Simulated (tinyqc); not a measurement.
ROHF in the sto-3g basis, for LiH+, spin multiplicity 2, step by step (part 2 of 2). Computed by tinyqc, a small Python program that keeps every step (integrals from PySCF). Command: `OMP_NUM_THREADS=1 python tinyqc.py 31888 31889 out.jsonl` (the two numbers bound the seeds that draw the settings). One thread of a shared host (Intel(R) Xeon(R) Processor @ 2.60GHz), about 0.06 s of CPU time with the checks.

Geometry (angstrom):
```
atom        x        y        z
Li    0.00000  0.00000  0.00000
H     0.00000  0.00000  1.89000
```

## Iteration 3: Roothaan effective Fock matrix

F(alpha) (hartree), order 1Li 1s, 1Li 2s, 1Li 2px, 1Li 2py, 1Li 2pz, 2H 1s:
$$\begin{pmatrix}
-2.71208 & -0.72294 & -0.00112 & -0.00193 & -0.00137 & -0.11247 \\
-0.72294 & -0.44384 & -0.00009 & 0.00083 & -0.12499 & -0.35304 \\
-0.00112 & -0.00009 & -0.09419 & -0.00001 & 0.00010 & 0.00012 \\
-0.00193 & 0.00083 & -0.00001 & -0.09423 & 0.00157 & 0.00233 \\
-0.00137 & -0.12499 & 0.00010 & 0.00157 & -0.25996 & -0.44145 \\
-0.11247 & -0.35304 & 0.00012 & 0.00233 & -0.44145 & -0.72536
\end{pmatrix}$$

F(beta) (hartree), order 1Li 1s, 1Li 2s, 1Li 2px, 1Li 2py, 1Li 2pz, 2H 1s:
$$\begin{pmatrix}
-2.70765 & -0.72228 & -0.00112 & -0.00191 & -0.00131 & -0.11137 \\
-0.72228 & -0.36174 & -0.00019 & -0.00070 & -0.01542 & -0.15076 \\
-0.00112 & -0.00019 & -0.08434 & 0.00000 & -0.00001 & -0.00003 \\
-0.00191 & -0.00070 & 0.00000 & -0.08434 & -0.00016 & -0.00016 \\
-0.00131 & -0.01542 & -0.00001 & -0.00016 & -0.10993 & -0.15480 \\
-0.11137 & -0.15076 & -0.00003 & -0.00016 & -0.15480 & -0.06604
\end{pmatrix}$$

D(alpha) after iteration 2, order 1Li 1s, 1Li 2s, 1Li 2px, 1Li 2py, 1Li 2pz, 2H 1s:
$$\begin{pmatrix}
0.99760 & 0.00150 & 0.00306 & 0.00593 & -0.01649 & -0.07496 \\
0.00150 & 0.04924 & -0.00008 & -0.00226 & 0.05134 & 0.17461 \\
0.00306 & -0.00008 & 0.00001 & 0.00002 & -0.00014 & -0.00054 \\
0.00593 & -0.00226 & 0.00002 & 0.00014 & -0.00246 & -0.00850 \\
-0.01649 & 0.05134 & -0.00014 & -0.00246 & 0.05386 & 0.18351 \\
-0.07496 & 0.17461 & -0.00054 & -0.00850 & 0.18351 & 0.62566
\end{pmatrix}$$

D(beta) after iteration 2, order 1Li 1s, 1Li 2s, 1Li 2px, 1Li 2py, 1Li 2pz, 2H 1s:
$$\begin{pmatrix}
0.98908 & 0.02187 & 0.00300 & 0.00494 & 0.00492 & -0.00198 \\
0.02187 & 0.00048 & 0.00007 & 0.00011 & 0.00011 & -0.00004 \\
0.00300 & 0.00007 & 0.00001 & 0.00001 & 0.00001 & -0.00001 \\
0.00494 & 0.00011 & 0.00001 & 0.00002 & 0.00002 & -0.00001 \\
0.00492 & 0.00011 & 0.00001 & 0.00002 & 0.00002 & -0.00001 \\
-0.00198 & -0.00004 & -0.00001 & -0.00001 & -0.00001 & 0.00000
\end{pmatrix}$$

overlap S, order 1Li 1s, 1Li 2s, 1Li 2px, 1Li 2py, 1Li 2pz, 2H 1s:
$$\begin{pmatrix}
1.00000 & 0.24114 & 0.00000 & 0.00000 & 0.00000 & 0.03543 \\
0.24114 & 1.00000 & 0.00000 & 0.00000 & 0.00000 & 0.32427 \\
0.00000 & 0.00000 & 1.00000 & 0.00000 & 0.00000 & 0.00000 \\
0.00000 & 0.00000 & 0.00000 & 1.00000 & 0.00000 & 0.00000 \\
0.00000 & 0.00000 & 0.00000 & 0.00000 & 1.00000 & 0.44913 \\
0.03543 & 0.32427 & 0.00000 & 0.00000 & 0.44913 & 1.00000
\end{pmatrix}$$

With projectors Pc = D(beta) S, Po = (D(alpha) - D(beta)) S, Pv = 1 - D(alpha) S, the block xy is Px^T F Py; with Fc = (F(alpha) + F(beta))/2, the blocks are Fc for cc, oo, vv and cv, F(beta) for co and F(alpha) for ov.

effective F (hartree), order 1Li 1s, 1Li 2s, 1Li 2px, 1Li 2py, 1Li 2pz, 2H 1s:
$$\begin{pmatrix}
-2.70990 & -0.72233 & -0.00112 & -0.00192 & -0.00083 & -0.11018 \\
-0.72233 & -0.36751 & -0.00021 & -0.00119 & -0.03072 & -0.22431 \\
-0.00112 & -0.00021 & -0.08927 & 0.00000 & -0.00004 & -0.00004 \\
-0.00192 & -0.00119 & 0.00000 & -0.08924 & -0.00077 & -0.00046 \\
-0.00083 & -0.03072 & -0.00004 & -0.00077 & -0.14180 & -0.27533 \\
-0.11018 & -0.22431 & -0.00004 & -0.00046 & -0.27533 & -0.43701
\end{pmatrix}$$

## Iteration 3: diagonalisation and new density

X, order 1Li 1s, 1Li 2s, 1Li 2px, 1Li 2py, 1Li 2pz, 2H 1s:
$$\begin{pmatrix}
0.23124 & 0.78062 & 0.00000 & 0.00000 & 0.60575 & 0.18695 \\
-0.69513 & -0.61059 & 0.00000 & 0.00000 & 0.47768 & 0.37432 \\
0.00000 & 0.00000 & 0.99965 & -0.02652 & 0.00000 & 0.00000 \\
0.00000 & 0.00000 & 0.02652 & 0.99965 & 0.00000 & 0.00000 \\
-0.82622 & 0.47081 & 0.00000 & 0.00000 & -0.46705 & 0.41160 \\
1.04030 & -0.20759 & 0.00000 & 0.00000 & -0.18640 & 0.53546
\end{pmatrix}$$

Diagonalise F' = X^T F X, C = X C', fill 2 alpha and 1 beta electrons from the bottom; D(s) = C_occ C_occ^T. Each column has its largest component positive (the first on a tie).

F' = X^T F X (hartree):
$$\begin{pmatrix}
0.04970 & -0.16282 & -0.00010 & 0.00055 & -0.11435 & -0.20206 \\
-0.16282 & -1.10030 & -0.00078 & -0.00102 & -1.15366 & -0.41391 \\
-0.00010 & -0.00078 & -0.08927 & 0.00000 & -0.00078 & -0.00036 \\
0.00055 & -0.00102 & 0.00000 & -0.08924 & -0.00126 & -0.00136 \\
-0.11435 & -1.15366 & -0.00078 & -0.00126 & -1.51128 & -0.51445 \\
-0.20206 & -0.41391 & -0.00036 & -0.00136 & -0.51445 & -0.63955
\end{pmatrix}$$

orbital energies (hartree): MO1 -2.71191, MO2 -0.46020, MO3 -0.14522, MO4 -0.08927, MO5 -0.08924, MO6 0.11590

coefficients C, order 1Li 1s, 1Li 2s, 1Li 2px, 1Li 2py, 1Li 2pz, 2H 1s:
$$\begin{pmatrix}
0.99252 & -0.08421 & -0.23998 & -0.00086 & -0.00014 & -0.12226 \\
0.02987 & 0.18212 & 0.91755 & 0.00151 & -0.00143 & 0.59022 \\
0.00043 & -0.00004 & -0.00176 & 0.99778 & -0.06663 & 0.00001 \\
0.00074 & 0.00159 & 0.00380 & 0.06664 & 0.99776 & -0.00420 \\
0.00186 & 0.19631 & -0.45856 & -0.00042 & 0.00576 & 1.02127 \\
-0.00321 & 0.83013 & -0.14070 & -0.00050 & -0.00437 & -0.85898
\end{pmatrix}$$

D(alpha) after iteration 3, order 1Li 1s, 1Li 2s, 1Li 2px, 1Li 2py, 1Li 2pz, 2H 1s:
$$\begin{pmatrix}
0.99218 & 0.01431 & 0.00042 & 0.00060 & -0.01469 & -0.07309 \\
0.01431 & 0.03406 & 0.00001 & 0.00031 & 0.03581 & 0.15109 \\
0.00042 & 0.00001 & 0.00000 & 0.00000 & -0.00001 & -0.00003 \\
0.00060 & 0.00031 & 0.00000 & 0.00000 & 0.00031 & 0.00132 \\
-0.01469 & 0.03581 & -0.00001 & 0.00031 & 0.03854 & 0.16296 \\
-0.07309 & 0.15109 & -0.00003 & 0.00132 & 0.16296 & 0.68913
\end{pmatrix}$$

D(beta) after iteration 3, order 1Li 1s, 1Li 2s, 1Li 2px, 1Li 2py, 1Li 2pz, 2H 1s:
$$\begin{pmatrix}
0.98509 & 0.02965 & 0.00042 & 0.00073 & 0.00184 & -0.00319 \\
0.02965 & 0.00089 & 0.00001 & 0.00002 & 0.00006 & -0.00010 \\
0.00042 & 0.00001 & 0.00000 & 0.00000 & 0.00000 & 0.00000 \\
0.00073 & 0.00002 & 0.00000 & 0.00000 & 0.00000 & 0.00000 \\
0.00184 & 0.00006 & 0.00000 & 0.00000 & 0.00000 & -0.00001 \\
-0.00319 & -0.00010 & 0.00000 & 0.00000 & -0.00001 & 0.00001
\end{pmatrix}$$

## Iteration 9 (converged): orbitals

converged F (hartree), order 1Li 1s, 1Li 2s, 1Li 2px, 1Li 2py, 1Li 2pz, 2H 1s:
$$\begin{pmatrix}
-2.71797 & -0.72692 & 0.00000 & 0.00000 & 0.00027 & -0.11081 \\
-0.72692 & -0.36824 & 0.00000 & 0.00000 & -0.02514 & -0.21620 \\
0.00000 & 0.00000 & -0.09131 & 0.00000 & 0.00000 & 0.00000 \\
0.00000 & 0.00000 & 0.00000 & -0.09131 & 0.00000 & 0.00000 \\
0.00027 & -0.02514 & 0.00000 & 0.00000 & -0.13656 & -0.26433 \\
-0.11081 & -0.21620 & 0.00000 & 0.00000 & -0.26433 & -0.42332
\end{pmatrix}$$

As before.

F' = X^T F X (hartree):
$$\begin{pmatrix}
0.04385 & -0.16322 & 0.00000 & 0.00000 & -0.11444 & -0.19978 \\
-0.16322 & -1.10164 & 0.00000 & 0.00000 & -1.15475 & -0.41791 \\
0.00000 & 0.00000 & -0.09131 & 0.00000 & 0.00000 & 0.00000 \\
0.00000 & 0.00000 & 0.00000 & -0.09131 & 0.00000 & 0.00000 \\
-0.11444 & -1.15475 & 0.00000 & 0.00000 & -1.51795 & -0.52129 \\
-0.19978 & -0.41791 & 0.00000 & 0.00000 & -0.52129 & -0.62591
\end{pmatrix}$$

orbital energies (hartree): MO1 -2.72013, MO2 -0.44402, MO3 -0.14807, MO4 -0.09131, MO5 -0.09131, MO6 0.11058

coefficients C, order 1Li 1s, 1Li 2s, 1Li 2px, 1Li 2py, 1Li 2pz, 2H 1s:
$$\begin{pmatrix}
0.99224 & -0.08333 & -0.24172 & 0.00000 & 0.00000 & -0.12167 \\
0.03091 & 0.17766 & 0.92045 & 0.00000 & 0.00000 & 0.58700 \\
0.00000 & 0.00000 & 0.00000 & 0.99990 & 0.01439 & 0.00000 \\
0.00000 & 0.00000 & 0.00000 & -0.01439 & 0.99990 & 0.00000 \\
0.00142 & 0.19091 & -0.45361 & 0.00000 & 0.00000 & 1.02452 \\
-0.00331 & 0.83525 & -0.14370 & 0.00000 & 0.00000 & -0.85351
\end{pmatrix}$$

D(alpha) after iteration 9, order 1Li 1s, 1Li 2s, 1Li 2px, 1Li 2py, 1Li 2pz, 2H 1s:
$$\begin{pmatrix}
0.99149 & 0.01586 & 0.00000 & 0.00000 & -0.01450 & -0.07289 \\
0.01586 & 0.03252 & 0.00000 & 0.00000 & 0.03396 & 0.14829 \\
0.00000 & 0.00000 & 0.00000 & 0.00000 & 0.00000 & 0.00000 \\
0.00000 & 0.00000 & 0.00000 & 0.00000 & 0.00000 & 0.00000 \\
-0.01450 & 0.03396 & 0.00000 & 0.00000 & 0.03645 & 0.15946 \\
-0.07289 & 0.14829 & 0.00000 & 0.00000 & 0.15946 & 0.69765
\end{pmatrix}$$

D(beta) after iteration 9, order 1Li 1s, 1Li 2s, 1Li 2px, 1Li 2py, 1Li 2pz, 2H 1s:
$$\begin{pmatrix}
0.98455 & 0.03067 & 0.00000 & 0.00000 & 0.00141 & -0.00329 \\
0.03067 & 0.00096 & 0.00000 & 0.00000 & 0.00004 & -0.00010 \\
0.00000 & 0.00000 & 0.00000 & 0.00000 & 0.00000 & 0.00000 \\
0.00000 & 0.00000 & 0.00000 & 0.00000 & 0.00000 & 0.00000 \\
0.00141 & 0.00004 & 0.00000 & 0.00000 & 0.00000 & 0.00000 \\
-0.00329 & -0.00010 & 0.00000 & 0.00000 & 0.00000 & 0.00001
\end{pmatrix}$$

Within a degenerate level the vectors are fixed only up to a rotation; this is one choice.

## Convergence

Stop when the energy changes by less than 1e-09 hartree and every element of the error matrix X^T (F D S - S D F) X is below 9e-06.

Course of the cycle:
```
iteration  E (hartree)     change  largest element of the error matrix
1           -3.1031617          -                             1.62e+00
2           -7.5537450  -4.45e+00                             2.86e-01
3           -7.6200539  -6.63e-02                             3.80e-02
4           -7.6218539  -1.80e-03                             4.37e-03
5           -7.6218808  -2.69e-05                             5.45e-04
6           -7.6218811  -3.43e-07                             6.01e-05
7           -7.6218812  -1.08e-08                             1.33e-05
8           -7.6218812  -1.06e-09                             7.01e-06
9           -7.6218812  -1.75e-10                             3.02e-06
```

PySCF ROHF in the same basis = -7.6218812 hartree

Converged in 9 iterations.

## Populations, bond orders and dipole

Mulliken: Z minus the diagonal of D S on the atom; Loewdin: the same with S^(1/2) D S^(1/2); Mayer order: 2 sum_s sum (D(s) S)_ij (D(s) S)_ji over the two atoms.

Charges (e):
```
atom  Mulliken  Loewdin  Mulliken spin
1Li    0.81463  0.76364        0.18509
2H     0.18537  0.23636        0.81491
```

Mayer bond orders:
```
pair    order
2-1   0.30155
```

dipole moment about the origin, x y z (debye): [0.00000, 0.00000, 0.62669]
